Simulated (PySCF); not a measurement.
## Do core-level shifts follow atomic charges?

Compound: C3H4ClN.
Atom-mapped SMILES: `[H]/[N:5]=[CH:4]\[C:2](=[CH2:1])[Cl:3]`

Binding energies: PySCF, delta-SCF UKS SCAN, pcX-2 on the ionised atom, pcseg-1 elsewhere, spin-free X2C. Charges: PBE0/pcSseg-1 ground-state density, for the ionised atom.

```tsv
atom	environment	C 1s (eV)	Mulliken (e)	IAO (e)	Hirshfeld (e)	ESP (e)
C1	terminal =CH2 carbon	291.00	-0.024	-0.293	-0.084	-0.407
C4	imine carbon	292.45	+0.150	+0.027	+0.033	+0.388
C2	vinylic C–Cl carbon	292.72	-0.314	-0.041	+0.014	-0.058
```

Task: Give the correlation coefficient and slope of binding energy on charge for each scheme.

Result: Hirshfeld: r = 0.96, slope 14.1 eV per e; IAO: r = 0.94, slope 5.1 eV per e; ESP: r = 0.74, slope 1.7 eV per e; Mulliken: r = -0.28, slope -1.1 eV per e. On 3 points no scheme stands out.

Task: The point-charge model writes a binding energy as kq + V + constant, with V the potential of the other atoms' charges at the site. What does it give with the ESP charges?

Result: V = Σ 14.40 eV Å × q/r over all other atoms: +5.73 eV at C1, -5.71 eV at C4, +0.09 eV at C2. Fitting binding energy − V to q gives k = 16.0 eV per e and leaves an rms residual of 0.79 eV, against 0.51 eV for the fit on q alone. The model has no term for differences in relaxation between sites.

Spin contamination (⟨S²⟩ against 0.75 for a pure doublet) is marked for C 1s of C4 (0.93) and C 1s of C2 (0.88), which makes these values less certain. The structure is a single PBE0-D3(BJ)/def2-SVP conformer in the gas phase; no vibrational or solvent corrections.

Shape of the structure used: `[H]/[N:5]=[CH:4]\[C:2](=[CH2:1])[Cl:3]`: C1–C2–C4–N5 180°.
